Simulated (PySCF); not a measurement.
The isolated species `Clc1csnn1` is ionised with synchrotron light (hν = 3300.0 eV). Calculated photoelectron kinetic energies of its computed core levels, recoil neglected:

```tsv
line	kinetic energy (eV)
1	3092.92
2	3091.27
3	3008.09
4	3006.69
5	2893.59
6	2893.49
7	820.71
8	470.30
```

The calculation used delta-SCF UKS SCAN, pcX-2 on the ionised atom, pcseg-1 elsewhere, spin-free X2C (PySCF).

Question: Convert to binding energies and name the level and atom behind each line. Numbering: `[Cl:1][c:2]1[cH:3][s:4][n:5][n:6]1`.

Answer: Against the vacuum level, binding energy = hν − kinetic energy.

```tsv
line	binding energy (eV)	level	atoms	environment
1	207.08	Cl 2p3/2	Cl1	aryl chlorine
2	208.73	Cl 2p1/2	Cl1	aryl chlorine
3	291.91	C 1s	C3	aromatic CH next to a ring sulfur
4	293.31	C 1s	C2	aromatic C–Cl carbon
5	406.41	N 1s	N6	pyridine-type nitrogen
6	406.51	N 1s	N5	pyridine-type nitrogen
7	2479.29	S 1s	S4	ring sulfur
8	2829.70	Cl 1s	Cl1	aryl chlorine
```

Question: Where does line 5 move with hν = 1486.6 eV?

Answer: To 1486.6 − 406.41 = 1080.19 eV; every photoline shifts by the change in photon energy, -1813.4 eV.

Lowest listed C 1s: C3, bonded to S (aromatic in the SMILES), C (aromatic in the SMILES) and H. Highest, 1.40 eV above it: C2, bonded to Cl, N (aromatic in the SMILES) and C (aromatic in the SMILES).

Question: Express the binding energy of C 1s of C3 in atomic units and per mole.

Answer: 291.91 eV = 10.7275 Eh = 28165 kJ/mol.

Other core shells, valence and Auger electrons aren't listed. Not every level is listed. 2p3/2 and 2p1/2 are the ΔSCF energy of one spin-free 2p hole plus the eigenvalues of a spin–orbit and ligand-field matrix of the shell. 2p1/2 minus 2p3/2 (ligand field included): Cl 1.66 eV. Geometry: GFN2-xTB; no solvent, vibrations or thermal averaging.
